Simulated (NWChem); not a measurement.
A calculation on hydrogen peroxide (H$_{2}$O$_{2}$)

SMILES: OO
```xyz
4

O     -0.2942     0.6453    -0.0547
O      0.2942    -0.6453    -0.0547
H      0.3673     1.1503     0.4376
H     -0.3673    -1.1503     0.4376
```
Charge 0, spin multiplicity 1.

The numbers come from NWChem runs, not from measurements. All single points use one geometry, from PBE0/def2-SVP, a minimum by its harmonic frequencies. It is one conformer; others weren't searched.

Symmetry labels belong to the abelian group C2 used in the runs, with the axes of the coordinates shown.

Q: List the lowest 4 singlet excitations that TDA-BHandHLYP/def2-SVPD gives, with oscillator strengths.

A: 
```
state  symmetry  energy (eV)  wavelength (nm)      f
-----  --------  -----------  ---------------  -----
1             a         6.66              186  0.003
2             b         7.68              161  0.004
3             b         8.08              153  0.021
4             a         8.65              143  0.014
```
